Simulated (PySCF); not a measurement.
# Cost of excited-state runs on `C([C@@H]1[C@H](C)C1)F`, C5H9F

Molfile (atoms numbered from 1):
```
C5H9F
     RDKit          3D

 15 15  0  0  0  0  0  0  0  0999 V2000
    1.5685   -0.7448   -0.1426 C   0  0  0  0  0  0  0  0  0  0  0  0
    0.8003    0.5522   -0.1450 C   0  0  2  0  0  0  0  0  0  0  0  0
    0.0960    1.0431    1.0845 C   0  0  0  0  0  0  0  0  0  0  0  0
   -0.7034    0.5962   -0.1064 C   0  0  2  0  0  0  0  0  0  0  0  0
   -1.5792   -0.6335   -0.0273 C   0  0  0  0  0  0  0  0  0  0  0  0
   -1.1395   -1.5487    0.8960 F   0  0  0  0  0  0  0  0  0  0  0  0
    1.1555   -1.4468    0.5744 H   0  0  0  0  0  0  0  0  0  0  0  0
    1.5449   -1.2025   -1.1310 H   0  0  0  0  0  0  0  0  0  0  0  0
    2.6085   -0.5582    0.1198 H   0  0  0  0  0  0  0  0  0  0  0  0
    1.2616    1.3131   -0.7663 H   0  0  0  0  0  0  0  0  0  0  0  0
    0.0925    0.3932    1.9462 H   0  0  0  0  0  0  0  0  0  0  0  0
    0.1235    2.0940    1.3283 H   0  0  0  0  0  0  0  0  0  0  0  0
   -1.1836    1.3655   -0.7003 H   0  0  0  0  0  0  0  0  0  0  0  0
   -2.5958   -0.3559    0.2752 H   0  0  0  0  0  0  0  0  0  0  0  0
   -1.6133   -1.1574   -0.9909 H   0  0  0  0  0  0  0  0  0  0  0  0
  1  2  1  0
  2  3  1  0
  3  4  1  0
  4  5  1  0
  5  6  1  0
  4  2  1  0
  1  7  1  0
  1  8  1  0
  1  9  1  0
  2 10  1  6
  3 11  1  0
  3 12  1  0
  4 13  1  6
  5 14  1  0
  5 15  1  0
M  END
```

PySCF with density fitting, on 1 thread of an Arm Neoverse V1, shared host. Command: `OMP_NUM_THREADS=1 python excited_run.py task.json out`

Task: How long does this run take, and how much memory?
- magnetisability and related constants, B3LYP/pcSseg-1; usual settings

Result: 
```csv
run,level,basis functions,wall time,peak memory (GiB)
magnetisability and related constants,B3LYP/pcSseg-1,147,22 s,0.74
```
Times from a shared host are rough.
